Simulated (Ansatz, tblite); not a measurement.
# B(NCMe)H3 (C₂H₆BN): a ladder of methods and basis sets

Aim: run the singlet of B(NCMe)H3 (C₂H₆BN) at one geometry on many levels, and compare frontier levels, spin and run time.

Method: as each input shows; program: Ansatz 0.2.0, Gaussian basis.

The runs, in order: GFN1-xTB, GFN2-xTB, PBE-D4/def2-TZVP, r2SCAN-D4/def2-TZVP, r2SCANh-D4/def2-TZVP, B2PLYP/def2-TZVP, LC-ωPBE/def2-TZVP, PBE-QIDH/def2-TZVP, B3LYP-D4/def2-TZVP, B97M-V/def2-TZVP, LDA/def2-TZVP, PBE-D4/def2-SVP, PBE0-D4/def2-SVP, HF/6-31G, B3LYP-D4/6-31G, CCSD(T)/def2-TZVPP, MP2/def2-TZVP, RPA/def2-TZVP.

1 further run of the same task is left out (it didn't finish).

## Step 1: The geometry

The geometry is that of the singlet, from an earlier relaxation (r2SCAN-D4/def2-SVP).

10 atoms, charge 0, spin multiplicity 1.

Bond lengths: B1–N2 1.526 Å, B1–H8 1.224 Å, B1–H9 1.224 Å, B1–H10 1.224 Å, N2–C3 1.157 Å, C3–C4 1.447 Å, C4–H5 1.101 Å, C4–H6 1.101 Å, C4–H7 1.101 Å. Angles: N2–B1–H8 106.1°, N2–B1–H9 106.1°, N2–B1–H10 106.1°, H8–B1–H9 112.6°, H8–B1–H10 112.6°, H9–B1–H10 112.6°, B1–N2–C3 180.0°, N2–C3–C4 180.0°, C3–C4–H5 110.2°, C3–C4–H6 110.2°, C3–C4–H7 110.2°, H5–C4–H6 108.8°, H5–C4–H7 108.8°, H6–C4–H7 108.8°.

PBE0-D4/def2-TZVP was run before; its log isn't repeated, and its numbers join the tables.

## Step 2: GFN1-xTB

Tight binding, by tblite at 300 K electronic temperature and without a spin-polarisation term:

```python
tblite.interface.Calculator('GFN1-xTB', numbers, positions, charge=0, uhf=0).singlepoint()
```

Energy -326.0060 eV, HOMO -11.07 eV, LUMO -7.16 eV; 0.016 s.

## Step 3: GFN2-xTB

Tight binding, by tblite at 300 K electronic temperature and without a spin-polarisation term:

```python
tblite.interface.Calculator('GFN2-xTB', numbers, positions, charge=0, uhf=0).singlepoint()
```

Energy -311.9594 eV, HOMO -9.86 eV, LUMO -6.39 eV; 0.01 s.

## Step 4: PBE-D4/def2-TZVP

start.molden holds the orbitals of an earlier run on this state, given as this run's starting guess.

The input, in.yaml:

```yaml
crystal:
  periodic: [false, false, false]
  atoms:
    - {symbol: B, position_ang: [0.000595, 0.005472, -2.085088]}
    - {symbol: N, position_ang: [-0.000402, 0.001567, -0.558809]}
    - {symbol: C, position_ang: [-0.000322, -0.001732, 0.598435]}
    - {symbol: C, position_ang: [-0.000574, -0.005366, 2.044958]}
    - {symbol: H, position_ang: [-1.033268, -0.039401, 2.424216]}
    - {symbol: H, position_ang: [0.487033, 0.904510, 2.426819]}
    - {symbol: H, position_ang: [0.544333, -0.884038, 2.422398]}
    - {symbol: H, position_ang: [1.176832, 0.007650, -2.423348]}
    - {symbol: H, position_ang: [-0.588252, 1.024068, -2.422227]}
    - {symbol: H, position_ang: [-0.585985, -1.012720, -2.427354]}
basis:
  gaussian: {orbitals: def2-TZVP, initial_orbitals: start.molden}
hamiltonian: {xc: pbe, dispersion: d4}
scf: {omitted_lower_state_checks: [starts]}
output: {forces: true, orbitals: {seedname: orbitals}}
```

Run with:

```bash
$ ansatz run in.yaml --threads 4 --pin off --events-out ev --progress --plain --max-ram 3916MiB
```

After this run come: r2SCAN-D4/def2-TZVP; r2SCANh-D4/def2-TZVP; B2PLYP/def2-TZVP; LC-ωPBE/def2-TZVP; PBE-QIDH/def2-TZVP; B3LYP-D4/def2-TZVP; B97M-V/def2-TZVP; LDA/def2-TZVP; PBE-D4/def2-SVP; PBE0-D4/def2-SVP; HF/6-31G; B3LYP-D4/6-31G; CCSD(T)/def2-TZVPP; MP2/def2-TZVP; RPA/def2-TZVP.

Before running them: what should the planned runs give, taken together? Wanted: gap in def2-TZVP, named functionals, smallest and largest; correlation energy, CCSD(T)/def2-TZVPP; correlation energy, MP2/def2-TZVP; binding an atom, CCSD(T)/def2-TZVPP; PBE0 total energy, smallest basis above largest.

**Answer**, as computed:

```
                                                 quantity                              value
gap in def2-TZVP, named functionals, smallest and largest  4.85 eV (LDA), 12.13 eV (LC-ωPBE)
                   correlation energy, CCSD(T)/def2-TZVPP                          -19.44 eV
                        correlation energy, MP2/def2-TZVP                          -17.36 eV
                      binding an atom, CCSD(T)/def2-TZVPP                           3.881 eV
          PBE0 total energy, smallest basis above largest      4.70 eV (def2-SVP, def2-TZVP)
```

Orbital gaps of the named functionals in def2-TZVP span 4.85 eV (LDA) to 12.13 eV (LC-ωPBE); exact exchange widens it. A small miss in a minimal or small basis is a cancelling of errors, not accuracy. The functionals in def2-TZVP miss CCSD(T)/def2-TZVPP by +0.093 (r2SCANh-D4) to +0.686 eV (LDA) an atom. CCSD(T)/def2-TZVPP isn't at the basis-set limit; small misses against it rank nothing.
